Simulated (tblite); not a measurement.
# AlH3N2: the cost of one run

Programs: tblite 0.8.0 and PySCF 2.14.0. All values are calculated, for the isolated system unless a continuum is named. Atoms count from 0, parts from 1.

## (1) Starting point

6 atoms, charge 0, multiplicity 1; geometry: rigid parts in contact. Parts: 1 = atoms 0–3, `[AlH3]`, charge 0; 2 = atoms 4–5, `N#N`, charge 0.

## (2) Bringing the parts together with GFN2-xTB

What the job is given:

```
{"job": {"kind": "dock", "xc": "GFN2-xTB", "basis": "xTB"}, "charge": 0, "multiplicity": 1, "parts": [{"atoms": "0-3", "charge": 0, "multiplicity": 1}, {"atoms": "4-5", "charge": 0, "multiplicity": 1}]}
Al    -0.000168    -0.000068    -0.000133
H     -1.486171     0.369986    -0.256815
H      1.133142     0.871932    -0.606065
H      0.353197    -1.241850     0.863014
N     -1.768726    -0.751675     2.001270
N     -2.732282    -1.267987     1.896368
```

With the program's defaults for keys left out, this is: GFN2-xTB search for minima from random contacts, gas phase.

Run with:

```sh
$ OMP_NUM_THREADS=1 python cluster_run.py task.json out
```

This one command runs all jobs of the session in turn.

**Question.** How long does this first job take on 1 thread of Arm Neoverse N1, shared host?

About 4.9 s.
